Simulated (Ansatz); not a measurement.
One change: `CC(O)=S` becomes `CC(=S)CF`.

Ansatz, PBE0-D4/def2-TZVP geometries, multiplicity 1. Each molecule was computed in one conformer, which needn't be the lowest.

| property | `CC(O)=S` |
| --- | --- |
| size of the dipole moment (B3LYP/def2-TZVPP) / D | 1.86 |
| HOMO energy (ωB97M-V/def2-TZVPP) / eV | -8.93 |
| HOMO energy (PBE0/def2-TZVPP) / eV | -6.73 |
| LUMO energy (PBE0/def2-TZVPP) / eV | -1.42 |
| HOMO–LUMO gap (B3LYP/def2-TZVPP) / eV | 4.85 |
| size of the dipole moment (PBE/def2-TZVPP) / D | 1.90 |

Q: Give the same properties after the change, and the shifts. (Estimate.)

A: Computed: 
```
                                        property  `CC(=S)CF`  shift
size of the dipole moment (B3LYP/def2-TZVPP) / D        1.02  -0.84
           HOMO energy (ωB97M-V/def2-TZVPP) / eV       -8.88   0.05
              HOMO energy (PBE0/def2-TZVPP) / eV       -6.66   0.07
              LUMO energy (PBE0/def2-TZVPP) / eV       -2.20  -0.78
           HOMO–LUMO gap (B3LYP/def2-TZVPP) / eV        4.02  -0.83
  size of the dipole moment (PBE/def2-TZVPP) / D        1.11  -0.79
```

With PBE0 the HOMO rises by 0.07 eV and the LUMO falls by 0.78 eV, so the gap narrows by about 0.85 eV. PBE moves the HOMO by 0.08 eV and ωB97M-V by 0.05 eV. The zero-point energy changes by 39.3 kJ/mol with +6 modes. Dipoles are sizes alone; their direction can turn.

B3LYP here is the variant with VWN-RPA as its local correlation; programs differ in this.
